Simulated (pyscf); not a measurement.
## Four-centre exchange: O=Ga–OH + hydrogen (H₂) → O=Ga–OH + hydrogen (H₂)

Gas phase, singlet surface, charge 0. Bonds broken: O3–H4, H5–H6. Bonds formed: O3–H5, H4–H6. Single points on ωB97X-D3(BJ)/def2-SVP structures (PySCF, gas phase).

Transition state (Å):

```xyz
6

O      0.1441     0.2697     2.7781
Ga    -0.6037    -0.0392     1.3496
O     -1.3962    -0.3484    -0.1841
H     -1.9986     0.4296    -1.0222
H     -1.1185     0.0133    -1.3934
H     -1.7034     0.6251    -2.0041
```

One imaginary mode, 2751i cm⁻¹; descent along it reached the two sides named.

| bond | change | reactant side (Å) | saddle | product side |
|---|---|---|---|---|
| O3–H4 | breaks | 0.965 | 1.293 | 2.9 |
| H5–H6 | breaks | 0.762 | 1.044 | 3.7 |
| O3–H5 | forms | 3.0 | 1.292 | 0.965 |
| H4–H6 | forms | 3.7 | 1.044 | 0.762 |

Electronic energies relative to the separated reactants (kcal/mol):

| level | barrier | reaction energy | reverse barrier |
|---|---|---|---|
| ωB97X-D3(BJ)/def2-TZVP | 67.6 | 0.0 | 67.6 |
| PBE/def2-TZVP | 57.1 | 0.0 | 57.1 |
| r²SCAN/def2-TZVP | 62.1 | 0.0 | 62.1 |
| B3LYP-D3(BJ)/def2-TZVP | 64.3 | 0.0 | 64.3 |
| PBE0-D3(BJ)/def2-TZVP | 62.7 | 0.0 | 62.7 |
| M06-2X/def2-TZVP | 68.9 | 0.0 | 68.9 |
| ωB97M-D3(BJ)/def2-TZVP | 66.2 | 0.0 | 66.2 |
| HF/def2-TZVP | 87.5 | 0.0 | 87.5 |

With ωB97M-D3(BJ)/def2-TZVP energies and thermal terms (ideal gas, 1 atm, RRHO with modes under 100 cm⁻¹ raised to 100, one conformer, R ln 2 for chiral ones without a mode under 150 cm⁻¹), in kcal/mol:

```tsv
T (K)	ΔH‡	ΔG‡	ΔH	ΔG
298	64.7	72.4	0.0	0.0
600	63.9	80.6	0.0	0.0
900	63.9	89.0	0.0	0.0
1200	64.2	97.3	0.0	0.0
```

The same reactants have a lower exit, to HO–GaH–OH (barrier +16.3 kcal/mol at ωB97M-D3(BJ)/def2-TZVP, against +66.2 kcal/mol here). One saddle was located; it need not be the lowest between these sides. Elements up to Kr have no core potential and no relativistic terms here.
